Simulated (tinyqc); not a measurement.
Inside a calculation. Method: UHF in the sto-3g basis, for H2F+, spin multiplicity 1. One step of it, computed by the program tinyqc.

Question. Iteration 2: DIIS coefficients. Solve [B -1; -1 0][c; lambda] = [0; -1] for the coefficients, which sum to one.

B (overlaps of the stored error matrices):
```
,1,2
1,6.4947740e-01,3.1736023e-01
2,3.1736023e-01,1.9036911e-01
```

Give: DIIS coefficients.

Answer.

DIIS coefficients: -0.619  1.619
